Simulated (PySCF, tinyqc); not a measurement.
Starting guesses with plain Roothaan steps: SCF starting guesses in the sto-3g basis, for BH, spin multiplicity 1. Computed by the program tinyqc with PySCF. Command: `OMP_NUM_THREADS=1 python tinyqc.py 114609 114610 out.jsonl`; one thread of a shared host (Intel(R) Xeon(R) Processor @ 2.60GHz), about 0.6 s.

Geometry (angstrom):
```
atom       x       y       z
B     0.0000  0.0000  0.0000
H     0.0000  0.0000  1.4230
```

lowest restricted solution found by these runs and by PySCF = -24.734665 hartree

RHF with one setting changed at a time; a run stops when the energy changes by less than 1e-09 hartree and the error matrix is below 1e-5. Starts: the lowest orbitals of the core Hamiltonian, of the Wolfsberg-Helmholz matrix (K = 1.75), projected atomic densities, random orbitals, and the highest orbitals of the core Hamiltonian (a deliberately bad start).

Largest element of the error matrix X^T (FDS - SDF) X:
```
iteration     core  Wolfsberg-Helmholz  atomic densities   random  highest core orbitals
1          5.9e-01             3.1e-01           4.0e-01  2.7e+00                1.8e-01
2          6.9e-02             9.0e-02           1.5e-01  2.5e-01                5.4e-01
3          2.0e-02             4.7e-02           1.7e-02  1.1e-01                3.9e-01
4          6.2e-03             2.0e-02           5.5e-03  7.5e-02                3.7e-02
5          2.0e-03             8.1e-03           1.8e-03  5.0e-02                6.1e-03
6          6.4e-04             3.2e-03           5.7e-04  3.3e-02                2.3e-03
8          6.6e-05             4.5e-04           5.8e-05  1.5e-02                3.4e-04
10         6.8e-06             6.3e-05           6.0e-06  6.3e-03                4.7e-05
14               -                   -                 -  1.2e-03                      -
20               -                   -                 -  9.7e-05                      -
```

How each run ends:
```
run                    iterations  E (hartree)         state
core                           10    -24.73466  lowest found
Wolfsberg-Helmholz             13    -24.42897        higher
atomic densities               10    -24.73466  lowest found
random                         26    -24.73466  lowest found
highest core orbitals          12    -24.42897        higher
```

3 of 5 runs reach the lowest restricted solution found, in 10 to 26 iterations (fastest: core, atomic densities). Ending on a higher stationary point: Wolfsberg-Helmholz, highest core orbitals; a small error matrix cannot reveal that, and an occupation fixed by the start is kept by symmetry or by the shape of the basin. The first errors are 6e-01, 3e-01, 4e-01, 3e+00, 2e-01; the deliberately bad start has the smallest one, so a small first error does not mark a good start. The restricted reference is unstable here: a spin-polarised solution lies 0.0078 hartree lower (PySCF), so results built on it describe a poor reference.
